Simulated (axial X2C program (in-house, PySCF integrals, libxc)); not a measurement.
# Outer orbitals of MgB at 2.381 Å, PBEsol

All values were computed with an in-house relativistic program for diatomic molecules. Spin-free means the one-electron spin-free X2C Hamiltonian; two-component (2c) means X2C with spin–orbit coupling and atomic mean-field two-electron Coulomb and Gaunt terms, so the difference of the two also holds small scalar two-electron terms. Basis: Mg dyall-cv3z [9s8p6d3f], B dyall-v3z [7s6p2d1f] (cores contracted in-house); Gaussian nuclei, density fitting, unrestricted open shells. Masses: Mg 23.985 u, B 11.009 u.

The distance is close to the 2c PBE0 minimum; the highest filled and lowest empty levels are listed.

Spin-free orbitals, state M_S = 1/2, Λ = 1 (beyond evenly filled blocks: π+α) (Löwdin shares):

```json
{"symmetry": "σα", "occupied": "yes", "ε (eV)": "-9.72", "atomic character": "70% B s, 13% Mg s, 11% Mg p"}
{"symmetry": "σβ", "occupied": "yes", "ε (eV)": "-8.64", "atomic character": "65% B s, 17% Mg s, 11% Mg p"}
{"symmetry": "σα", "occupied": "yes", "ε (eV)": "-5.11", "atomic character": "48% B p, 39% Mg s, 8% B s"}
{"symmetry": "σβ", "occupied": "yes", "ε (eV)": "-4.83", "atomic character": "52% Mg s, 25% B p, 13% Mg p"}
{"symmetry": "π+α", "occupied": "yes", "ε (eV)": "-3.79", "atomic character": "81% B p, 14% Mg p, 4% Mg d"}
{"symmetry": "π-α", "occupied": "no", "ε (eV)": "-3.79", "atomic character": "81% B p, 14% Mg p, 4% Mg d"}
{"symmetry": "σα", "occupied": "no", "ε (eV)": "-3.06", "atomic character": "36% B p, 31% Mg s, 30% Mg p"}
{"symmetry": "σβ", "occupied": "no", "ε (eV)": "-2.80", "atomic character": "55% B p, 27% Mg p, 12% Mg s"}
{"symmetry": "π+β", "occupied": "no", "ε (eV)": "-2.75", "atomic character": "66% B p, 31% Mg p"}
{"symmetry": "π-β", "occupied": "no", "ε (eV)": "-2.75", "atomic character": "66% B p, 31% Mg p"}
```

A filled and an empty partner (Λ and −Λ, same spin) share one energy because the functional has no current term.

Spinors with spin–orbit coupling (state Ω = 1/2):

| ω | occupied | ε (eV) | atomic character | λ mixture |
| --- | --- | --- | --- | --- |
| -1/2 | yes | -9.72 | 70% B s, 13% Mg s, 11% Mg p | 100% σ |
| 1/2 | yes | -8.64 | 65% B s, 17% Mg s, 11% Mg p | 100% σ |
| -1/2 | yes | -5.11 | 48% B p, 39% Mg s, 8% B s | 100% σ |
| 1/2 | yes | -4.83 | 52% Mg s, 25% B p, 13% Mg p | 100% σ |
| 1/2 | yes | -3.80 | 81% B p, 14% Mg p, 4% Mg d | 100% π |
| -3/2 | no | -3.79 | 81% B p, 14% Mg p, 4% Mg d | 100% π |
| -1/2 | no | -3.06 | 36% B p, 31% Mg s, 30% Mg p | 100% σ |
| 1/2 | no | -2.80 | 55% B p, 27% Mg p, 12% Mg s | 100% σ |
| -1/2 | no | -2.75 | 66% B p, 31% Mg p | 100% π |
| 3/2 | no | -2.75 | 67% B p, 30% Mg p | 100% π |

Mulliken charges and populations of the two-component result (they depend on the basis, above all on diffuse functions):

Mg 0.24 e (s 5.43 p 6.29 d 0.04), B -0.24 e (s 3.85 p 1.39 d 0.01). ⟨Lz⟩ = 1.00 ħ and ⟨Sz⟩ = -0.50 ħ (0.04 and -0.54 on the two atoms), which add up to Ω.

One determinant describes the state; a PBE0 search over occupations chose it and may have missed a lower one. Density functionals use the spin component along the axis (collinear). The functionals have no current-density term, which raises determinants with orbital currents, atoms included. The determinant is spin-polarised beyond a pure state at some levels (its spin-free form has ⟨S²⟩ too high), which makes Re and μ there less reliable.
